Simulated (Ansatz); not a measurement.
**BH2+ (singlet): wave-function methods side by side at scale of all distances = 0.868, aug-cc-pVTZ**

One table from this session's results is given with a row withheld; the runs are named, their logs left out.

Method: aug-cc-pVTZ, core rule «outside noble gas», up to 1 orbitals frozen; program: Ansatz 0.2.0, Gaussian basis.

To be run: UHF; CCSD(T) on RHF; BCCD(T) on RHF; CCSDT(Q) on RHF; CASSCF and NEVPT2, 4 electrons in 6 orbitals; Full CI.

17 further runs of the same task are left out: 9 that didn't finish, 8 set aside as unsound or not needed.

## The geometry

The geometry derives from a PBE0/def2-TZVP stationary point (not a proven minimum). All distances are scaled together.

3 atoms, charge 1, spin multiplicity 1.

Atoms are counted from 1 here; the program's logs count them from 0.

Bond lengths: B1–H2 1.024 Å, B1–H3 1.024 Å. Angles: H2–B1–H3 180.0°.

Geometry (Å):

```xyz
3
charge 1, multiplicity 1
B     0.0000    0.0000    0.0000
H     0.0000    0.0000   -1.0235
H     0.0000    0.0000    1.0235
```

The first run:

File in.yaml:

```yaml
crystal:
  periodic: [false, false, false]
  atoms:
    - {symbol: B, position_ang: [0.000000, 0.000000, 0.000000]}
    - {symbol: H, position_ang: [0.000000, 0.000000, -1.023529]}
    - {symbol: H, position_ang: [0.000000, 0.000000, 1.023529]}
basis:
  gaussian: {orbitals: aug-cc-pVTZ}
total_charge: 1
magnetization: {spin_polarized: true, initial_magnetization: 0}
hamiltonian: {xc: hf}
output: {orbitals: {seedname: orbitals}}
```

The run is started by

```bash
> ansatz run in.yaml --threads 1 --pin off --events-out ev --progress --plain --max-ram 2393MiB
```

Steps of the session up to this table: UHF; CCSD(T) on RHF; BCCD(T) on RHF; CCSDT(Q) on RHF; CASSCF and NEVPT2, 4 electrons in 6 orbitals; Full CI.

One table of the session follows, with a row left open; its other results are not shown here.

| method | from FCI (kcal/mol) |
| --- | --- |
| RHF | +53.51 |
| RMP2 | +10.54 |
| RCCSD | +0.63 |
| RCCSD(T) | +0.13 |
| BCCD(T) | +0.13 |
| RCCSDT | +0.01 |
| RCCSDT(Q) | 0.00 |
| CASSCF valence | +31.03 |
| NEVPT2 valence | ? |
| FCI | 0 |

Q: Estimate the row for NEVPT2 valence from the others.

As computed: from FCI (kcal/mol): +6.33. In the column «from FCI (kcal/mol)» it lies between RCCSD (+0.63) and RMP2 (+10.54).
